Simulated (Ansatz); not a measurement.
Geometry optimisation, UKS PBE-D4/def2-SVP (Ansatz).

Input file:

```yaml
crystal:
  periodic: [false, false, false]
  atoms:
    - { symbol: C, position_ang: [-1.3233, -0.7081, -0.7827] }
    - { symbol: C, position_ang: [-0.4167, -0.2043, -0.2394] }
    - { symbol: C, position_ang: [0.7227, 0.3629, 0.4253] }
    - { symbol: H, position_ang: [-1.25952, 0.45589, -0.44411] }
    - { symbol: H, position_ang: [1.2653, 1.082, -0.2185] }
    - { symbol: H, position_ang: [0.4624, 0.8839, 1.3622] }
    - { symbol: H, position_ang: [1.4994, -0.4222, 0.6991] }
magnetization:
  spin_polarized: true
basis:
  gaussian: { orbitals: def2-SVP }
hamiltonian:
  xc: pbe
  dispersion: d4
relax:
  f_tol: 0.02
  max_steps: 50
```

Command:

```bash
$ ansatz run input.yaml --threads 1 --pin off --max-ram 2048MiB --backend cpu --events-out ev --progress --plain --runs-dir out
```

Q: Where does it end, and by what steps?

A: The run converged. After 14 steps the energy has fallen by 2.860 eV; H4 moved furthest, 1.47 Å. The start is strongly strained (largest force component 10 eV/Å), so its close contacts needn't be bonds. Parted: C2–H4.

```json
{"step": "0", "energy less start (eV)": "0.0000", "largest force component (eV/Å)": "10.095", "accepted": "yes"}
{"step": "1", "energy less start (eV)": "-0.7911", "largest force component (eV/Å)": "1.807", "accepted": "yes"}
{"step": "2", "energy less start (eV)": "-0.9006", "largest force component (eV/Å)": "0.501", "accepted": "yes"}
{"step": "3", "energy less start (eV)": "-0.9309", "largest force component (eV/Å)": "0.553", "accepted": "yes"}
{"step": "4", "energy less start (eV)": "-0.9852", "largest force component (eV/Å)": "0.620", "accepted": "yes"}
{"step": "5", "energy less start (eV)": "-1.0822", "largest force component (eV/Å)": "1.702", "accepted": "yes"}
{"step": "6", "energy less start (eV)": "-1.2371", "largest force component (eV/Å)": "2.959", "accepted": "yes"}
{"step": "7", "energy less start (eV)": "-1.7156", "largest force component (eV/Å)": "3.400", "accepted": "yes"}
{"step": "8", "energy less start (eV)": "-2.1950", "largest force component (eV/Å)": "2.624", "accepted": "yes"}
{"step": "9", "energy less start (eV)": "-2.5786", "largest force component (eV/Å)": "1.519", "accepted": "yes"}
{"step": "10", "energy less start (eV)": "-2.7217", "largest force component (eV/Å)": "2.257", "accepted": "yes"}
{"step": "11", "energy less start (eV)": "-2.8246", "largest force component (eV/Å)": "0.958", "accepted": "yes"}
{"step": "12", "energy less start (eV)": "-2.8596", "largest force component (eV/Å)": "0.094", "accepted": "yes"}
{"step": "13", "energy less start (eV)": "-2.8601", "largest force component (eV/Å)": "0.063", "accepted": "yes"}
{"step": "14", "energy less start (eV)": "-2.8602", "largest force component (eV/Å)": "0.004", "accepted": "yes"}
```

```xyz
7
Properties=species:S:1:pos:R:3
C -1.372 -0.098 -0.664
C -0.303 0.118 -0.112
C 0.971 0.376 0.546
H -2.317 -0.290 -1.152
H 1.595 1.079 -0.044
H 0.823 0.823 1.551
H 1.554 -0.559 0.678
```

Time of the run: 26 s on 1 thread of Arm Neoverse V1, with other jobs on the host, peak memory 0.11 GiB.
